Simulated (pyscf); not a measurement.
Thermochemistry of product channels of H₃C–Ga(CH₃)–Cl (SMILES [CH3][Ga]([CH3])[Cl]) on the singlet surface, in eV, from ωB97M-D3(BJ)/def2-TZVP energies (ideal gas, 1 atm, RRHO with modes under 100 cm⁻¹ raised to 100, one conformer, R ln 2 for chiral ones without a mode under 150 cm⁻¹). Optimised with ωB97X-D3(BJ)/def2-SVP in PySCF.

| products | ΔE | ΔH(298 K) | ΔG(600 K) | ΔG(1200 K) |
|---|---|---|---|---|
| H₃C–GaH–CH₂–Cl (SMILES [CH3][GaH][CH2]Cl) | … | +2.11 | +2.17 | +2.21 |
| H₃C–CH₂–GaH–Cl (SMILES C[CH2][GaH][Cl]) | +0.51 | +0.49 | +0.60 | … |
| H₃C–CH₃ (SMILES CC) + Cl–Ga (SMILES [Cl][Ga]) [singlet] | +0.14 | +0.20 | -0.45 | -0.99 |

Q: Complete the blanks.

A: 
- H₃C–GaH–CH₂–Cl (SMILES [CH3][GaH][CH2]Cl), ΔE: +2.19
- H₃C–CH₂–GaH–Cl (SMILES C[CH2][GaH][Cl]), ΔG(1200 K): +0.74

These are energies of the channels, which say nothing of barriers. Elements up to Kr have no core potential and no relativistic terms here.
